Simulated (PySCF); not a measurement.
# C5H8O: excited states, first hyperpolarisability

What do calculations give for the excited states, first hyperpolarisability of C5H8O (`CC#CCCO`)?

Computed with PySCF 2.14.0 and routines of our own; the level stands in each step. Atoms count from 0.

## 1. The starting structure

14 atoms, charge 0, multiplicity 1; geometry from: GFN2-xTB.

## 2. Geometry optimisation at PBE0-D3(BJ)/def2-SVP

The job: settings as JSON, then the geometry in Å.

```
{"job": {"xc": "PBE0", "basis": "def2-SVP", "d3": "d3bj", "grid": 2, "kind": "geom"}, "charge": 0, "multiplicity": 1}
C      2.979445    -0.417805     0.077003
C      1.600002     0.009367    -0.020159
C      0.461552     0.374600    -0.099685
C     -0.925562     0.785183    -0.197794
C     -1.864250    -0.342066     0.256886
O     -3.220391     0.028049     0.198200
H      3.133557    -0.968890     1.004642
H      3.230256    -1.063902    -0.764182
H      3.640771     0.448447     0.065840
H     -1.149474     1.052872    -1.236832
H     -1.094348     1.667699     0.425936
H     -1.678313    -1.241342    -0.348718
H     -1.671489    -0.587665     1.303699
H     -3.442434     0.254982    -0.711892
```

Run with:

```sh
OMP_NUM_THREADS=1 python excited_run.py task.json out
```

One launch serves the whole session: the jobs run in the order shown.

The program printed:

```text
step   0  E = -269.98952349  max force = 0.021828
step   1  E = -269.99117536  max force = 0.002701
step   2  E = -269.99120181  max force = 0.000868
step   3  E = -269.99120399  max force = 0.000183
optimisation converged
```

It took 17 s on 1 thread of Arm Neoverse V2, shared host; peak memory 0.61 GiB.

The steps of the relaxation:

```tsv
step	energy from step 0 (eV)	largest force component (eV/Å)
0	0.0000	1.1224
1	-0.0449	0.1389
2	-0.0457	0.0446
3	-0.0457	0.0094
```

Close pairs (by a distance rule), those that changed most:

```tsv
bond	before (Å)	after (Å)	change (Å)
C1–C2	1.198	1.213	+0.014
C0–H8	1.090	1.101	+0.011
C0–H7	1.090	1.101	+0.011
C0–H6	1.090	1.101	+0.011
C3–H9	1.096	1.106	+0.010
C3–H10	1.094	1.103	+0.009
C4–O5	1.407	1.399	-0.008
C4–H12	1.092	1.101	+0.008
```

The final coordinates are the input of the step that follows.

```tsv
at the end point	value
point group (found at 0.08 Å tolerance)	C1
rotational constants (GHz, main isotopes)	19.127, 1.207, 1.163
dipole moment (D)	1.63
```

## 3. Excited states: TDA CAM-B3LYP/def2-TZVPD

The job: settings as JSON, then the geometry in Å.

```
{"job": {"kind": "states", "xc": "CAM-B3LYP", "basis": "def2-TZVPD", "tda": true, "soc": true, "nstates": 6, "ntriplets": 5, "nquad": 4}, "charge": 0, "multiplicity": 1}
C      3.217816    -0.241570     0.085259
C      1.832230     0.188785    -0.014437
C      0.682402     0.563589    -0.102835
C     -0.715590     0.962839    -0.190113
C     -1.684320    -0.132145     0.265596
O     -3.017557     0.287681     0.219653
H      3.396354    -0.800813     1.017083
H      3.495226    -0.896222    -0.755847
H      3.902807     0.620830     0.077608
H     -0.955352     1.244679    -1.232095
H     -0.898831     1.863114     0.420459
H     -1.507672    -1.047931    -0.332023
H     -1.466894    -0.392727     1.312620
H     -3.257635     0.425998    -0.702236
```

With the program's defaults for keys left out, this is: TDA CAM-B3LYP/def2-TZVPD excited states, vertical, gas phase, spin-orbit mean-field couplings.

The program printed:

```text
coarse grid: 11480 points
cycle   1  E = -270.3916024006  dE =  7.723e-01  |g| = 6.626e-01  |ddm| = 1.076e+01
cycle   2  E = -270.3672848274  dE =  2.432e-02  |g| = 8.038e-01  |ddm| = 1.676e+00
cycle   3  E = -270.4753276793  dE = -1.080e-01  |g| = 7.498e-02  |ddm| = 6.950e-01
cycle   4  E = -270.4762753215  dE = -9.476e-04  |g| = 3.068e-02  |ddm| = 1.333e-01
cycle   5  E = -270.4764681649  dE = -1.928e-04  |g| = 1.368e-02  |ddm| = 5.026e-02
cycle   6  E = -270.4765076273  dE = -3.946e-05  |g| = 4.121e-03  |ddm| = 1.503e-02
cycle   7  E = -270.4765117279  dE = -4.101e-06  |g| = 4.728e-04  |ddm| = 5.422e-03
final grid: 110224 points
cycle   8  E = -270.4707425163  dE = -4.451e-05  |g| = 3.454e-03  |ddm| = 2.043e-01
cycle   9  E = -270.4707435648  dE = -1.049e-06  |g| = 2.687e-03  |ddm| = 1.641e-02
cycle  10  E = -270.4707452140  dE = -1.649e-06  |g| = 3.483e-04  |ddm| = 3.707e-03
cycle  11  E = -270.4707452248  dE = -1.074e-08  |g| = 2.789e-04  |ddm| = 9.156e-04
cycle  12  E = -270.4707452418  dE = -1.701e-08  |g| = 6.157e-05  |ddm| = 3.087e-04
cycle  13  E = -270.4707452427  dE = -8.797e-10  |g| = 1.613e-05  |ddm| = 8.751e-05
converged SCF energy = -270.4707452427

Singlet excitations
state   eV       nm        f     d(h-e)  d(exc)  Lambda  PR(NTO)  |dmu|/D   mu/D   main configurations
  1   6.4180   193.2   0.00245   0.297   3.025   0.340   1.281    1.137    2.425   H-1->L 0.29, H-1->L+5 0.26
  2   6.4774   191.4   0.00755   0.374   3.593   0.296   1.231    1.464    1.922   H->L 0.63, H->L+1 0.10
  3   6.5486   189.3   0.00671   0.505   3.175   0.333   1.403    2.375    1.581   H-1->L+1 0.29, H-1->L 0.23, H-1->L+5 0.19
  4   6.7040   184.9   0.00800   0.345   3.054   0.422   1.996    1.399    0.604   H->L+1 0.35, H->L+5 0.17, H-1->L+6 0.13
  5   6.7326   184.2   0.00345   0.126   2.606   0.446   1.795                     H->L+6 0.35, H-1->L+5 0.13, H-1->L+6 0.10
  6   6.8146   181.9   0.00968   0.749   3.013   0.368   2.042                     H-2->L 0.28, H->L+1 0.17, H->L+5 0.09

Triplet excitations (Tamm-Dancoff)
state   eV     d(h-e)  d(exc)  Lambda  PR(NTO)   main configurations
  1   5.3679   0.010   2.231   0.532   2.014   H->L+5 0.28, H-1->L+6 0.26, H->L+9 0.09
  2   5.8347   0.028   2.340   0.404   1.914   H-1->L+5 0.36, H->L+6 0.23, H-1->L+9 0.10
  3   5.8472   0.019   2.324   0.541   2.003   H-1->L+6 0.34, H->L+5 0.26
  4   6.3639   0.456   3.409   0.290   1.541   H->L 0.46, H-1->L 0.14
  5   6.3931   0.247   3.476   0.273   1.215   H-1->L 0.37, H-1->L+1 0.23, H->L 0.18
S1 - T1 = 1.0501 eV

Spin-orbit couplings |<S|Hso|T>| (cm-1)
             T1       T2       T3       T4       T5
S0        0.893    0.487    1.450   12.878    6.420
S1        1.435    3.092    7.671    3.081    5.238
S2        1.788    8.762    3.946    7.312    6.350
S3        1.322    3.068    1.181    6.046    6.590
S4        0.683   15.307   11.145    4.946    6.105
S5        0.766   14.414   19.705    1.774    4.428
S6        0.604   11.651    9.429    1.442    0.861
T1 sublevels (cm-1): 0.000 0.000 0.016   radiative rates (1/s): 0.224 0.189 0.486
```

It took 43 s on 1 thread of Arm Neoverse V2, shared host; peak memory 1.1 GiB.

From this job:

```tsv
quantity	value
S1 less T1	1.05 eV
```

## 4. Excited states: TDDFT CAM-B3LYP/def2-TZVPD

The job, as its differences from that of step 3:

```diff
@@ -1,2 +1,2 @@
-{"job": {"kind": "states", "xc": "CAM-B3LYP", "basis": "def2-TZVPD", "tda": true, "soc": true, "nstates": 6, "ntriplets": 5, "nquad": 4}, "charge": 0, "multiplicity": 1}
+{"job": {"kind": "states", "xc": "CAM-B3LYP", "basis": "def2-TZVPD", "tpa": true, "nstates": 8, "nquad": 6, "ntriplets": 0}, "charge": 0, "multiplicity": 1}
 C      3.217816    -0.241570     0.085259
```

With the program's defaults for keys left out, this is: TDDFT CAM-B3LYP/def2-TZVPD excited states, vertical, gas phase, two-photon moments by quadratic response.

The program printed:

```text
coarse grid: 11480 points
cycle   1  E = -270.3916024006  dE =  7.723e-01  |g| = 6.626e-01  |ddm| = 1.076e+01
cycle   2  E = -270.3672848274  dE =  2.432e-02  |g| = 8.038e-01  |ddm| = 1.676e+00
cycle   3  E = -270.4753276793  dE = -1.080e-01  |g| = 7.498e-02  |ddm| = 6.950e-01
cycle   4  E = -270.4762753215  dE = -9.476e-04  |g| = 3.068e-02  |ddm| = 1.333e-01
cycle   5  E = -270.4764681649  dE = -1.928e-04  |g| = 1.368e-02  |ddm| = 5.026e-02
cycle   6  E = -270.4765076273  dE = -3.946e-05  |g| = 4.121e-03  |ddm| = 1.503e-02
cycle   7  E = -270.4765117279  dE = -4.101e-06  |g| = 4.728e-04  |ddm| = 5.422e-03
final grid: 110224 points
cycle   8  E = -270.4707425163  dE = -4.451e-05  |g| = 3.454e-03  |ddm| = 2.043e-01
cycle   9  E = -270.4707435648  dE = -1.049e-06  |g| = 2.687e-03  |ddm| = 1.641e-02
cycle  10  E = -270.4707452140  dE = -1.649e-06  |g| = 3.483e-04  |ddm| = 3.707e-03
cycle  11  E = -270.4707452248  dE = -1.074e-08  |g| = 2.789e-04  |ddm| = 9.156e-04
cycle  12  E = -270.4707452418  dE = -1.701e-08  |g| = 6.157e-05  |ddm| = 3.087e-04
cycle  13  E = -270.4707452427  dE = -8.797e-10  |g| = 1.613e-05  |ddm| = 8.751e-05
converged SCF energy = -270.4707452427

Singlet excitations
state   eV       nm        f     d(h-e)  d(exc)  Lambda  PR(NTO)  |dmu|/D   mu/D   delta(TPA)   sigma/GM   main configurations
  1   6.3966   193.8   0.00148   0.293   2.957   0.351   1.311    1.091    2.424        1.18      0.018   H-1->L+5 0.30, H-1->L 0.25, H-1->L+9 0.08
  2   6.4694   191.6   0.00688   0.391   3.583   0.299   1.252    1.538    2.029       27.10      0.415   H->L 0.64, H->L+1 0.10
  3   6.5344   189.7   0.00604   0.502   3.285   0.317   1.350    2.332    1.510        0.94      0.015   H-1->L+1 0.30, H-1->L 0.29, H-1->L+5 0.15
  4   6.6899   185.3   0.00679   0.335   3.000   0.430   1.977    1.420    0.579        7.12      0.117   H->L+1 0.33, H->L+5 0.18, H-1->L+6 0.14
  5   6.7131   184.7   0.00309   0.127   2.585   0.447   1.853    0.597    1.249        3.20      0.053   H->L+6 0.34, H-1->L+5 0.14, H-1->L+6 0.10
  6   6.7990   182.4   0.00945   0.768   3.036   0.362   2.018    3.686    4.199       17.61      0.298   H-2->L 0.29, H->L+1 0.18
  7   7.2377   171.3   0.00518   1.658   4.495   0.268   1.047                                            H-1->L+1 0.51, H-1->L 0.25, H-1->L+2 0.08
  8   7.4012   167.5   0.01294   0.970   4.150   0.291   1.426                                            H->L+1 0.27, H->L+2 0.23, H-2->L 0.18
```

Run time: 53 s. Hardware: 1 thread of Arm Neoverse V2, shared host; peak memory 1.1 GiB.

## 5. First hyperpolarisability: quadratic response CAM-B3LYP/def2-TZVPD

The job, as its differences from that of step 4:

```diff
@@ -1,2 +1,2 @@
-{"job": {"kind": "states", "xc": "CAM-B3LYP", "basis": "def2-TZVPD", "tpa": true, "nstates": 8, "nquad": 6, "ntriplets": 0}, "charge": 0, "multiplicity": 1}
+{"job": {"kind": "beta", "xc": "CAM-B3LYP", "basis": "def2-TZVPD"}, "charge": 0, "multiplicity": 1}
 C      3.217816    -0.241570     0.085259
```

With the program's defaults for keys left out, this is: quadratic response CAM-B3LYP/def2-TZVPD first hyperpolarisability, Taylor convention, gas phase.

The program printed:

```text
coarse grid: 11480 points
cycle   1  E = -270.3916024006  dE =  7.723e-01  |g| = 6.626e-01  |ddm| = 1.076e+01
cycle   2  E = -270.3672848274  dE =  2.432e-02  |g| = 8.038e-01  |ddm| = 1.676e+00
cycle   3  E = -270.4753276793  dE = -1.080e-01  |g| = 7.498e-02  |ddm| = 6.950e-01
cycle   4  E = -270.4762753215  dE = -9.476e-04  |g| = 3.068e-02  |ddm| = 1.333e-01
cycle   5  E = -270.4764681649  dE = -1.928e-04  |g| = 1.368e-02  |ddm| = 5.026e-02
cycle   6  E = -270.4765076273  dE = -3.946e-05  |g| = 4.121e-03  |ddm| = 1.503e-02
cycle   7  E = -270.4765117279  dE = -4.101e-06  |g| = 4.728e-04  |ddm| = 5.422e-03
final grid: 110224 points
cycle   8  E = -270.4707425163  dE = -4.451e-05  |g| = 3.454e-03  |ddm| = 2.043e-01
cycle   9  E = -270.4707435648  dE = -1.049e-06  |g| = 2.687e-03  |ddm| = 1.641e-02
cycle  10  E = -270.4707452140  dE = -1.649e-06  |g| = 3.483e-04  |ddm| = 3.707e-03
cycle  11  E = -270.4707452248  dE = -1.074e-08  |g| = 2.789e-04  |ddm| = 9.156e-04
cycle  12  E = -270.4707452418  dE = -1.701e-08  |g| = 6.157e-05  |ddm| = 3.087e-04
cycle  13  E = -270.4707452427  dE = -8.797e-10  |g| = 1.613e-05  |ddm| = 8.751e-05
converged SCF energy = -270.4707452427

Lowest singlets (eV, f): 6.3966 0.0015  6.4694 0.0069  6.5344 0.0060

First hyperpolarisability (au)
process     nm      |vector|   parallel      HRS      DR
static         -       66.20     -36.04      29.71   3.965
shg       1907.0       67.32     -36.76      30.44   3.905
eope      1907.0       66.57     -36.28          -       -
shg       1064.0       69.82      -38.4      32.18   3.761
eope      1064.0       67.40     -36.81          -       -
```

Run time: 40 s. Hardware: 1 thread of Arm Neoverse V2, shared host; peak memory 1.1 GiB.

## 6. What came out

| quantity | value |
| --- | --- |
| point group | C1 |
| rotational constants (main isotopes) | 19.13, 1.21, 1.16 GHz |
| S1 less T1 (step 3, TDA CAM-B3LYP/def2-TZVPD) | 1.05 eV |
| β vector (step 5, quadratic response CAM-B3LYP/def2-TZVPD) | static 66, SHG 1907.0 nm 67, SHG 1064.0 nm 70 au |

In words: Relaxing lowered the energy by 0.046 eV in 3 steps; the close pair that moved most is C1–C2, from 1.198 to 1.213 Å. In step 3, the number of triplets below S1 is at least 5, and the largest singlet-triplet spin-orbit coupling is S5–T3, 19.70 cm⁻¹. β grows from 66 au (static) to 70 au for doubling at 1064.0 nm: normal dispersion, which grows as twice the photon energy moves toward the bright states.
